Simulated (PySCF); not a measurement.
Gas-phase reaction: 3 H₂SiO + 2 O₃ → 3 SiO(OH)₂

Energies from PySCF, thermal terms from the rigid-rotor harmonic-oscillator model, ideal gas at 1 bar. † marks an energy on the PBE0/def2-TZVP geometry and frequencies. CCSD(T) freezes the core. All species are closed-shell singlets. H₂SiO, SiO(OH)₂: computed as isolated molecules; such fragments, hydroxides, amides, oligomers or adducts are transient or little studied in the gas. CCSD(T) isn't extrapolated to the basis-set limit. Strong static correlation: O₃. Warning, large T1 diagnostic: H₂SiO, O₃ (CCSD(T)/def2-TZVPP†).

| level | ΔH°(298 K), kJ |
|---|---|
| CCSD(T)/def2-TZVPP† | -2398 |
| PBE0/def2-QZVP† | -2404 |
| r2SCAN/def2-TZVP† | ___ |
| ωB97M-V/def2-TZVP† | ___ |
| ωB97X-V/def2-TZVP† | -2394 |

### Question
Some entries are withheld; supply them.

### Answer

- r2SCAN/def2-TZVP†, ΔH°(298 K), kJ: -2349
- ωB97M-V/def2-TZVP†, ΔH°(298 K), kJ: -2445
